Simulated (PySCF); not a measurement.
propene (C3H6), SMILES C=CC.

The structure is a stationary point at ωB97X-D3(BJ)/def2-TZVP.

The numbers are results of PBE/def2-TZVPD (PySCF), not measurements.

Symmetry labels are those of the subgroup Cs that the program uses (full group Cs).

Task: List the valence orbital energies around the gap with their symmetry. (The exact figures need the calculation; the answer reports its results.)

Result: 
| orbital | symmetry | energy (eV) |
|---|---|---|
| HOMO−7 | A' | -16.85 |
| HOMO−6 | A' | -13.53 |
| HOMO−5 | A' | -11.39 |
| HOMO−4 | A' | -10.21 |
| HOMO−3 | A" | -10.06 |
| HOMO−2 | A' | -8.92 |
| HOMO−1 | A' | -8.25 |
| HOMO | A" | -6.27 |
| LUMO | A" | -0.66 |
| LUMO+1 | A' | 0.00 |
| LUMO+2 | A' | 0.63 |
| LUMO+3 | A' | 0.67 |
